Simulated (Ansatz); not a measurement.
Mulliken charges of C3H4, SMILES `C1=CC1` from ωB97M-V/def2-TZVPP in Ansatz (PBE0-D4/def2-TZVP geometry).

```
atom   x (Å)   y (Å)   z (Å)  charge (e)
  C1  -0.743  -0.258  -0.383      -0.156
  C2   0.224   0.549  -0.647      -0.156
  C3   0.350  -0.207   0.640      -0.204
  H4  -1.686  -0.700  -0.654       0.172
  H5   0.679   1.274  -1.300       0.172
  H6   0.180   0.307   1.586       0.086
  H7   1.059  -1.032   0.713       0.086
```

Question: By hand: the dipole of these point charges (1 e Å = 4.8032 D).

Answer: Σ q r = (-0.057, 0.033, -0.108) e Å, of length 0.126 e Å = 0.61 D.

Question: How does the dipole of the full density compare? (Best estimate.)

Answer: Computed: (-0.048, 0.028, -0.090) e Å, 0.51 D; the point charges give 1.20 times that, at 0° from its direction.

Point charges leave out the atoms' own dipoles, such as those of lone pairs, and Mulliken's split depends on the basis, so the two needn't agree.
